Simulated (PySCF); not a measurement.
An unknown shows these calculated signals:

¹H NMR (500 MHz, computed): δ 1.36 (s, 9H).

¹³C{¹H} NMR (computed): δ 130.4 (C), 30.7 (CH3), 26.2 (C).

Calculated, not measured (PySCF 2.14): structure optimised with GFN2-xTB, NMR shieldings at PBE0/pcSseg-1/GIAO. Rapidly exchanging positions averaged, no solvent model, one computed conformer, non-relativistic.

Scale: TMS for ¹H (σref 31.72), ¹³C (σref 186.93) (reference shieldings calculated alike).

Question: Which of these does the molecule contain: a carboxylic acid, a CH3CH2 unit, a heteroaromatic ring, a nitrile, a tert-butyl group?

Answer: 
- A carboxylic acid: no.
- A CH3CH2 unit: no.
- A heteroaromatic ring: no.
- A nitrile: yes (δC 130.4).
- A tert-butyl group: yes (δC 30.7, 26.2; δH 1.36 (s)).

The data belong to `CC(C)(C)C#N`, C5H9N; they needn't prove each group on their own.

Carbon signals by region: 1 in the sp2 and nitrile region (100–160 ppm), 2 below 50 ppm.

Shifts are as computed. Against solution values, carbons near 30 ppm lie about +3 ppm off and those near 130 ppm about +5 ppm. Of 1211 compounds with measured shifts, 218 miss one by over three times the rms of a fit or turn the order of signals round; such compounds aren't used in these exercises.
